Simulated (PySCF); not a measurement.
NaH₂⁻: breathing scan

Method: PBE0 in PySCF with Na def2-TZVPD, H def2-TZVPD; no relativity; density-fitted integrals.

Rigid scan from the singlet minimum (Na–H 2.065 Å (×2); H–Na–H 180.0°). Coordinate: all bonds to the central atom scaled together. Energies in kJ/mol from the minimum.

(1) Predict the curve at 0.88, 0.92, 0.96, 1.00, 1.04, 1.08, 1.14, 1.22, 1.35.

## Answers

(1) 
| scale of all bonds to the centre | E (kJ/mol) |
| --- | --- |
| 0.88 | 23.2 |
| 0.92 | 9.4 |
| 0.96 | 2.2 |
| 1.00 | 0.0 |
| 1.04 | 1.7 |
| 1.08 | 6.5 |
| 1.14 | 17.9 |
| 1.22 | 38.4 |
| 1.35 | 78.4 |

Other isomers or separated fragments may lie lower.

The scan took 2.1 s on 2 threads of a shared Arm Neoverse V2 host; the process peaked at 0.57 GiB. Launch command: `OMP_NUM_THREADS=2 python axn.py task.json out`.
